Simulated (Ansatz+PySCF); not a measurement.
**singlet NaCl: levels of theory in one basis**

```csv
atom,x (Å),y (Å),z (Å)
Na,0.0000,0.0000,-2.8395
Cl,0.0000,0.0000,1.8373
```

Basis set: cc-pVDZ (spherical functions). Frozen core: 6 orbitals. Charge 0, multiplicity 1.

Computed with Ansatz (development build ahead of 0.2.0); each method stands on the lowest determinant of its kind that the runs found. NEVPT2 correlates all electrons. Active spaces start from the frontier orbitals, and the lowest solution found is given.

```tsv
method	E − E(RHF) (eV)	<S²> of the determinant
RHF	0.00	0.00
RHF-MP2	-3.78	–
RHF-CCSD	-4.10	–
RHF-CCSD(T)	-4.16	–
CASSCF(2,2)	-0.22	–
SC-NEVPT2(2,2)	-3.91	–
SC-NEVPT2(6,6)	-3.78	–
```

Task: What does CASSCF(6,6) give on the same scale?

Result: -1.10 eV.

Task: Is a single determinant a sound starting point here?

Result: Only with care. Unrestricted orbitals gain 0.00 eV and <S²> is 0.00 against 0.00 for a pure state, but bonds are stretched. The CASSCF(6,6) natural occupations are 1.99, 1.99, 1.98, 0.01, 0.01, 0.01. The CASSCF(2,2) natural occupations are 1.99, 0.01.

Caution for RHF-MP2, RHF-CCSD, RHF-CCSD(T): bonds are stretched, where a single reference can fail.
